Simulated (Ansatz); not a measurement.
Geometry optimisation, UKS BLYP-D4/def2-SVP in Ansatz.

Input:

```yaml
crystal:
  periodic: [false, false, false]
  atoms:
    - { symbol: Al, position_ang: [0.0, 0.0, 0.0] }
    - { symbol: H, position_ang: [0.0, 0.0, 1.81] }
    - { symbol: H, position_ang: [1.351, 0.0, -0.78] }
    - { symbol: H, position_ang: [-1.351, 0.0, -0.78] }
    - { symbol: "N", position_ang: [0.0, 0.0, 3.17] }
    - { symbol: H, position_ang: [-0.496, -0.7725, 3.7] }
    - { symbol: H, position_ang: [0.496, 0.7725, 3.7] }
magnetization:
  spin_polarized: true
  initial_magnetization: 1
basis:
  gaussian: { orbitals: def2-SVP }
hamiltonian:
  xc: blyp
  dispersion: d4
relax:
  f_tol: 0.15
  max_steps: 25
  restrain:
    - { distance: [1, 4], at: 1.06, k: 30.0 }
    - { distance: [0, 1], at: 2.76, k: 30.0 }
```

Command:

```bash
$ ansatz run input.yaml --threads 1 --pin off --max-ram 2048MiB --backend cpu --events-out ev --progress --plain --runs-dir out
```

**Question.** Where does it end, and by what steps?

**Answer.** The forces met the threshold. The restraints hold the end off the free minimum; the threshold counts their pulls, which the force column leaves out. Restrained pairs: H2–N5 (1.36 → 1.04 Å), Al1–H2 (1.81 → 2.76 Å). After 18 steps the energy has fallen by 2.790 eV (the restraints' own energy left out); H2 moved furthest, 1.49 Å.

| step | energy less start (eV) | largest force component (eV/Å) | accepted |
| --- | --- | --- | --- |
| 0 | 0.0000 | 3.009 | yes |
| 1 | -0.6160 | 3.212 | yes |
| 2 | -0.8002 | 2.709 | yes |
| 3 | -1.0662 | 1.322 | yes |
| 4 | -1.2195 | 0.837 | yes |
| 5 | -1.3446 | 1.637 | yes |
| 6 | -1.5117 | 0.688 | yes |
| 7 | -1.5301 | 0.500 | yes |
| 8 | -1.5378 | 1.001 | yes |
| 9 | -1.6011 | 0.448 | yes |
| 10 | -1.6581 | 0.399 | yes |
| 11 | -1.7178 | 0.941 | yes |
| 12 | -1.8586 | 1.100 | yes |
| 13 | -2.0903 | 1.178 | yes |
| 14 | -2.3548 | 0.800 | yes |
| 15 | -2.5806 | 0.886 | yes |
| 16 | -2.7178 | 0.590 | yes |
| 17 | -2.7721 | 0.412 | yes |
| 18 | -2.7900 | 0.365 | yes |

```xyz
7
Properties=species:S:1:pos:R:3
Al -0.034 -0.412 0.247
H 0.759 -0.714 2.872
H 1.302 0.417 -0.132
H -1.447 0.348 0.032
N 0.044 -0.134 2.378
H -0.871 -0.355 2.801
H 0.247 0.850 2.622
```

The run took 21 s on 1 thread of Intel(R) Xeon(R) 6975P-C (Granite Rapids), on a shared host, peak memory 0.15 GiB.
